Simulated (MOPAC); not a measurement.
MOPAC input (PM3):

```
PM3 FORCE THERMO(298,298) PRECISE LET UHF MS=0.5 GEO-OK AUX(PRECISION=9) THREADS=1
H2N

N     0.00368620 1    0.00150600 1    0.11460468 1
H    -0.02601041 1    0.80586233 1   -0.45587079 1
H    -0.00265370 1   -0.81757004 1   -0.43530128 1
```

Task: Which zero-point energy does it print?

Result: 12.48 kcal/mol, from the harmonic wavenumbers of PM3.
